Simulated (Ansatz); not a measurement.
For fcc Cu, revPBE (PAW; Ansatz, a first-principles code) gives:

```
Item                      Result
------------------  ------------
lattice constant a       3.660 Å
bulk modulus             128 GPa
cohesive energy     3.12 eV/atom
```

Problem. What does r²SCAN0 (plane waves, PAW; Ansatz) give for the same quantities?

Solution. 
- lattice constant a: 3.597 Å (decreases by 1.7 %)
- bulk modulus: 142 GPa (goes up by 11 %)
- cohesive energy: 3.28 eV/atom (grows by 0.16 eV/atom)

For comparison: lattice constant a 3.595 Å (measured, low-temperature or extrapolated to 0 K; zero-point anharmonic expansion removed; as tabulated in Csonka et al. (2009), arXiv:0903.4037); bulk modulus 144 GPa (measured, 0 K value with the zero-point phonon effect removed, our sources range from 140 to 145; as tabulated in Mejia-Rodriguez and Trickey (2018), arXiv:1807.09216); cohesive energy 3.52 eV/atom (measured, zero-point vibration energy added; as tabulated in Harl et al. (2010), doi:10.1103/physrevb.81.115126).

Changes are worked out from the printed values.

Unless a cell is named, each level is at its own relaxed cell (revPBE 12.26, r²SCAN0 11.63 Å³/atom).

Ansatz's density-functional and Hartree–Fock values are scalar-relativistic unless marked +SOC, with PAW data made under PBE.
